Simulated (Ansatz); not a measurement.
**CH2BS with multiplicity 2: two geometries relaxed**

Method: UKS PBE-D4/def2-SVP, in Ansatz 0.2.0.

### 1 Starting point

Bond lengths: B1–C2 1.440 Å, C2–S3 1.558 Å, B1–H4 1.169 Å, B1–H5 1.169 Å. Angles: B1–C2–S3 180.0°, C2–B1–H4 119.3°, C2–B1–H5 119.3°, H4–B1–H5 121.4°.

Structure file:

```xyz
5

B    -0.4139    0.3893   -0.3333
C     0.4910   -0.4617    0.3949
S     1.4704   -1.3818    1.1826
H    -1.3194   -0.0891   -0.8969
H    -0.2280    1.5433   -0.3474
```

### 2 End point A

Contents of input.yaml:

```yaml
crystal:
  periodic: [false, false, false]
  atoms:
    - { symbol: B, position_ang: [-0.41393, 0.38929, -0.33327] }
    - { symbol: C, position_ang: [0.49097, -0.46169, 0.39491] }
    - { symbol: S, position_ang: [1.47044, -1.38177, 1.18258] }
    - { symbol: H, position_ang: [-1.31944, -0.08912, -0.89685] }
    - { symbol: H, position_ang: [-0.22804, 1.5433, -0.34737] }
magnetization:
  spin_polarized: true
  initial_magnetization: 1
basis:
  gaussian: { orbitals: def2-SVP }
hamiltonian:
  xc: pbe
  dispersion: d4
relax:
  f_tol: 0.02
  max_steps: 50
output:
  orbitals: {}
```

Command:

```console
ansatz run input.yaml --threads 1 --pin off --max-ram 2048MiB --backend cpu --events-out ev --progress --plain --runs-dir out
```

Q: Estimate wall time and peak memory on 1 thread of an Arm CPU, shared host.

About 6.7 s, with a peak of 0.13 GiB.
